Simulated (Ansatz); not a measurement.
Cost and result for the atomization energy of C4H6F2, SMILES `C[C@@]1(F)C[C@H]1F` (12 atoms, 12 bonds).

```xyz
12

C    -0.440    1.062   -0.924
C    -0.364    0.200    0.289
F    -1.246    0.589    1.265
C    -0.103   -1.273    0.205
C     0.916   -0.349    0.794
F     2.057   -0.105    0.090
H     0.320    0.766   -1.648
H    -1.424    0.977   -1.390
H    -0.267    2.106   -0.654
H    -0.628   -1.930    0.888
H     0.094   -1.676   -0.781
H     1.085   -0.366    1.864
```

Total charge 0; spin multiplicity 1. Geometry: relaxed with PBE0-D4/def2-TZVP. Program: Ansatz. All runs use 4 threads of an Arm Neoverse V1 on a shared host. Times are those of one run each, without the atoms' runs, and a repeat can differ threefold. Electronic energies, without spin–orbit coupling; frozen cores. CCSD(T)/CBS adds CCSD(T) − MP2 in def2-TZVPP to the MP2 limit, and its time is that of the two runs behind it. T1 = 0.011. B3LYP takes the VWN-RPA correlation (the form of Gaussian; ORCA's B3LYP/G).

CCSD(T)/CBS is a level of theory with its own doubt, some kJ/mol a heavy atom from the limit and from the frozen cores, so smaller differences don't rank the functionals.

```tsv
level	functions	wall time
PBE-D4/def2-TZVPP (with forces)	270	2.8 s
PBE0-D4/def2-TZVPP	270	3.1 s
r2SCAN-D4/def2-TZVPP (with forces)	270	5.5 s
B3LYP-D4/def2-TZVPP (with forces)	270	5.5 s
B2PLYP/def2-TZVPP	270	6.5 s
ωB97X-V/def2-TZVPP	270	8.5 s
ωB97M-V/def2-TZVPP (with forces)	270	12 s
MP2/def2-QZVPP	522	29 s
CCSD(T)/def2-TZVPP	270	5.3 min
CCSD(T)/CBS(def2)	–	5.8 min
```

(1) What atomization energy does each give, and how far from CCSD(T)/CBS? (Best estimate.)

## Answers

(1) Computed: 
```json
{"level": "PBE-D4/def2-TZVPP (with forces)", "atomization (kJ/mol)": "5036.6", "difference from CCSD(T)/CBS": "168.6", "per bond": "14.0"}
{"level": "PBE0-D4/def2-TZVPP", "atomization (kJ/mol)": "4930.8", "difference from CCSD(T)/CBS": "62.8", "per bond": "5.2"}
{"level": "r2SCAN-D4/def2-TZVPP (with forces)", "atomization (kJ/mol)": "4904.2", "difference from CCSD(T)/CBS": "36.2", "per bond": "3.0"}
{"level": "B3LYP-D4/def2-TZVPP (with forces)", "atomization (kJ/mol)": "4868.7", "difference from CCSD(T)/CBS": "0.7", "per bond": "0.1"}
{"level": "B2PLYP/def2-TZVPP", "atomization (kJ/mol)": "4827.6", "difference from CCSD(T)/CBS": "-40.4", "per bond": "-3.4"}
{"level": "ωB97X-V/def2-TZVPP", "atomization (kJ/mol)": "4896.4", "difference from CCSD(T)/CBS": "28.4", "per bond": "2.4"}
{"level": "ωB97M-V/def2-TZVPP (with forces)", "atomization (kJ/mol)": "4897.7", "difference from CCSD(T)/CBS": "29.7", "per bond": "2.5"}
{"level": "MP2/def2-QZVPP", "atomization (kJ/mol)": "4934.3", "difference from CCSD(T)/CBS": "66.3", "per bond": "5.5"}
{"level": "CCSD(T)/def2-TZVPP", "atomization (kJ/mol)": "4752.9", "difference from CCSD(T)/CBS": "-115.1", "per bond": "-9.6"}
{"level": "CCSD(T)/CBS(def2)", "atomization (kJ/mol)": "4868.0", "difference from CCSD(T)/CBS": "0.0", "per bond": "0.0"}
```

From PBE to PBE0 (25 % exact exchange), in def2-TZVPP and without D4, the atomization energy moves by −102.3 kJ/mol: exact exchange takes away binding that semilocal exchange gives to molecules. In def2-TZVPP, CCSD(T) changes the Hartree–Fock value by +1204.1 kJ/mol (the triples alone add +76.0 kJ/mol) and MP2 by +1317.8 kJ/mol; breaking electron pairs costs correlation energy, which Hartree–Fock lacks. The D4 term adds +32.6 kJ/mol with B3LYP and +17.1 kJ/mol with PBE0; it sums over pairs of atoms, weighted by their polarisabilities, and B3LYP, whose exchange is more repulsive, gets the larger term.
